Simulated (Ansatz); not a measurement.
Task: Name a neutral molecule of C, N and H with LUMO energy (B3LYP/def2-TZVPP) between -0.10 and 0.20 eV and size of the dipole moment (ωB97M-V/def2-TZVPP) between 1.05 and 1.35 D (Ansatz, PBE0-D4/def2-TZVP geometry).

Result: `CC=C=CN` (0.07 eV, 1.28 D); `C=C(C)CN` (0.13 eV, 1.09 D). Other molecules can fit too; these were computed, each in one conformer that needn't be the lowest.

B3LYP here is the variant with VWN-RPA as its local correlation; programs differ in this.
